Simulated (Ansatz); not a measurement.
Geometry optimisation, Ansatz 0.2.0, RKS PBE0/6-31G*.

Input file:

```yaml
crystal:
  periodic: [false, false, false]
  atoms:
    - { symbol: Si, position_ang: [0.0, 0.0, 0.0] }
    - { symbol: Si, position_ang: [0.0, 0.0, 2.57] }
    - { symbol: H, position_ang: [-1.3148, -0.4067, 3.0574] }
    - { symbol: H, position_ang: [1.0096, -0.9353, 3.0574] }
    - { symbol: H, position_ang: [0.3052, 1.342, 3.0574] }
    - { symbol: H, position_ang: [1.3768, 0.0, -0.4862] }
    - { symbol: H, position_ang: [-0.6877, 1.1914, -0.4862] }
    - { symbol: H, position_ang: [-0.6877, -1.1914, -0.4862] }
    - { symbol: H, position_ang: [-1.6702, 0.0, 0.555] }
    - { symbol: H, position_ang: [-1.464, 0.0, 1.5048] }
basis:
  gaussian: { orbitals: "6-31G*" }
hamiltonian:
  xc: pbe0
relax:
  f_tol: 0.15
  max_steps: 25
  restrain:
    - { distance: [0, 8], at: 2.66, k: 30.0 }
    - { distance: [9, 1], at: 2.66, k: 30.0 }
    - { distance: [0, 1], at: 2.22, k: 30.0 }
    - { distance: [9, 8], at: 0.66, k: 30.0 }
```

Launched with:

```bash
$ ansatz run input.yaml --threads 1 --pin off --max-ram 2048MiB --backend cpu --events-out ev --progress --plain --runs-dir out
```

Q: Where does it end, and by what steps?

A: The run converged. The restraints hold the end off the free minimum. After 6 steps the energy has fallen by 2.693 eV (the restraints' own energy left out); H10 moved furthest, 0.84 Å. Joined: H9–H10 (0.97 → 0.71 Å).

```json
{"step": "0", "energy less start (eV)": "0.0000", "largest force component (eV/Å)": "4.410", "accepted": "yes"}
{"step": "1", "energy less start (eV)": "-1.3551", "largest force component (eV/Å)": "2.239", "accepted": "yes"}
{"step": "2", "energy less start (eV)": "-1.5191", "largest force component (eV/Å)": "4.174", "accepted": "yes"}
{"step": "3", "energy less start (eV)": "-1.9482", "largest force component (eV/Å)": "2.961", "accepted": "yes"}
{"step": "4", "energy less start (eV)": "-2.5433", "largest force component (eV/Å)": "1.900", "accepted": "yes"}
{"step": "5", "energy less start (eV)": "-2.6760", "largest force component (eV/Å)": "1.700", "accepted": "yes"}
{"step": "6", "energy less start (eV)": "-2.6934", "largest force component (eV/Å)": "1.350", "accepted": "yes"}
```

```xyz
10
Properties=species:S:1:pos:R:3
Si 0.198 -0.044 0.161
Si 0.161 -0.036 2.417
H -1.077 -0.643 2.980
H 1.317 -0.813 2.955
H 0.270 1.359 2.937
H 1.616 -0.062 -0.304
H -0.446 1.171 -0.411
H -0.479 -1.252 -0.390
H -2.413 0.203 0.653
H -2.280 0.116 1.345
```

Time of the run: 17 s on 1 thread of Arm Neoverse V1, with other jobs on the host, peak memory 0.11 GiB.
